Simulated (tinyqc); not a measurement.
Inside a calculation. Method: Pariser-Parr-Pople SCF with singles CI, for the molecule c1ccccc1 (SMILES; centres numbered as the heavy atoms are written). One step of it, computed by the program tinyqc.

Question. Singles CI, triplets. Over the 4 single excitations with the smallest orbital gaps: A = (e_a - e_i) delta - (ij|ab), with (pq|rs) = sum c_mp c_mq gamma_mn c_nr c_ns.

orbital energies (eV): [-14.633204, -11.281615, -11.281166, 0.091166, 0.091615, 3.443204]

coefficients, order 1C, 2C, 3C, 4C, 5C, 6C:
```
[[0.408264, 0.577339, 0.000000, 0.000000, 0.577339, 0.408264],
 [0.408240, 0.288687, 0.500000, 0.500000, -0.288687, -0.408240],
 [0.408240, -0.288687, 0.500000, -0.500000, -0.288687, 0.408240],
 [0.408264, -0.577339, 0.000000, 0.000000, 0.577339, -0.408264],
 [0.408240, -0.288687, -0.500000, 0.500000, -0.288687, 0.408240],
 [0.408240, 0.288687, -0.500000, -0.500000, -0.288687, -0.408240]]
```

repulsion gamma_rs (eV), order 1C, 2C, 3C, 4C, 5C, 6C:
```
[[11.130000, 7.554960, 5.239602, 4.668463, 5.239602, 7.554960],
 [7.554960, 11.130000, 7.553862, 5.239602, 4.669500, 5.240702],
 [5.239602, 7.553862, 11.130000, 7.554960, 5.240702, 4.669500],
 [4.668463, 5.239602, 7.554960, 11.130000, 7.554960, 5.239602],
 [5.239602, 4.669500, 5.240702, 7.554960, 11.130000, 7.553862],
 [7.554960, 5.240702, 4.669500, 5.239602, 7.553862, 11.130000]]
```

Give: triplet CI matrix; triplet excitation energies.

Answer.

triplet CI matrix (eV), order 3>4, 3>5, 2>4, 2>5:
```
[[4.2238, 0.0000, 0.0000, 0.2504],
 [0.0000, 4.7251, 0.2504, 0.0000],
 [0.0000, 0.2504, 4.7251, 0.0000],
 [0.2504, 0.0000, 0.0000, 4.2250]]
```

triplet excitation energies (eV): [3.9740, 4.4746, 4.4748, 4.9755]
